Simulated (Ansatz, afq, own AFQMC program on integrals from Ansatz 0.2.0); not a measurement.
**AlH⁻, doublet → AlH⁻, quartet**

```xyz
2

Al    0.0000    0.0000    0.0000
H     0.0000    0.0000    1.7061
```

E(quartet, charge -1) − E(doublet, charge -1) at this geometry, on UHF and UHF determinants.

Basis aug-cc-pVDZ. Only valence electrons are correlated. AFQMC by an in-house program on the Cholesky factors that Ansatz 0.2.0 writes for its CCSD(T) run. The CISD trial takes its coefficients from CCSD amplitudes. Released means that phaseless walkers are propagated on without the constraint, phases kept. Free AFQMC starts from the CCSD state and is never constrained. Its projection time is finite, and what remains of the start isn't in its error. Error bars are statistical, one sigma. The errors of all members are added in quadrature.

Full CI on the same integrals is exact in this basis and with this determinant's frozen core.

Errors are counted within aug-cc-pVDZ, not against nature.

Cautions: AlH⁻ (doublet): an unrestricted solution with more broken spin lies lower; AlH⁻ (quartet): another spin lies lower, at this level and basis the anion state lies above a neutral one.

```json
{"level": "CCSD", "vertical spin gap (kJ/mol)": "120.4"}
{"level": "MP2", "vertical spin gap (kJ/mol)": "104.7"}
```

(1) From these cheaper values, estimate the vertical spin gap at the reference level in aug-cc-pVDZ.

(1) 121.4 kJ/mol (full CI in aug-cc-pVDZ).

| level | vertical spin gap (kJ/mol) | error against FCI (kJ/mol) |
| --- | --- | --- |
| HF | 62.3 | -59.1 |
| CCSD(T) | 121.3 | -0.1 |
| CCSDT | 121.3 | -0.1 |
| CCSDT(Q) | 121.4 | 0.0 |
| free AFQMC | 121.4 ± 0.7 | 0.0 ± 0.7 |

Correlation beyond CCSD(T) changes it by less than 2 meV. The perturbative (T) step is worth +1.0 kJ/mol.

CCSDT and higher add their correlation energy to the determinant of the CCSD(T) run, since their own runs factorise the integrals more tightly (a shift of under 2 meV). Free projections are given only where their last times agree within the noise and don't stop above the reference; a slow remainder of the start can still hide under it. A walk keeps the symmetry of its determinant, which the program's search chose and which needn't be the lowest solution, so a lower state of the same spin and another symmetry isn't excluded.
